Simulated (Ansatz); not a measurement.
Two isomers of C3H9NO: A = `CCC(N)O`, B = `COC(C)N`.

Computed with Ansatz on PBE0-D4/def2-TZVP structures; ΔE is electronic, products minus reactants. CCSD(T)/CBS adds triple-zeta CCSD(T) − MP2 to the extrapolated MP2 energy (def2 sets, frozen cores). Functionals use def2-TZVPP. B3LYP here is the variant with VWN-RPA as its local correlation; programs differ in this. One conformer a species, not always the lowest.

Task: Which is lower in electronic energy at CCSD(T)/CBS, and by how much? (Best estimate.)

Result: Computed: A, by 44.1 kJ/mol.

Task: Give E(B) − E(A) in kJ/mol with CCSD(T)/def2-SVP, r2SCAN-D4, MP2/def2-TZVPP, PBE-D4, B3LYP, B2PLYP, PBE0-D4. (Estimate.)

Result: Ansatz gave: CCSD(T)/def2-SVP 37.9, r2SCAN-D4 38.6, MP2/def2-TZVPP 45.0, PBE-D4 38.5, B3LYP 35.7, B2PLYP 38.5, PBE0-D4 41.4. None reverses the order clearly.

Task: Does the order hold for the free energy at 298.15 K (harmonic terms from PBE0-D4)? (Best estimate.)

Result: The calculation gave: Yes: G(B) − G(A) = +42.1 kJ/mol, for one conformer each.

Largest T1 diagnostic: 0.010.

In def2-TZVPP, CCSD(T) changes the Hartree–Fock value by +5.6 kJ/mol (the triples alone add −0.4 kJ/mol) and MP2 by +9.1 kJ/mol. From BLYP to BHLYP (50 % exact exchange), in def2-TZVPP and without D4, E(B) − E(A) moves by +4.5 kJ/mol.
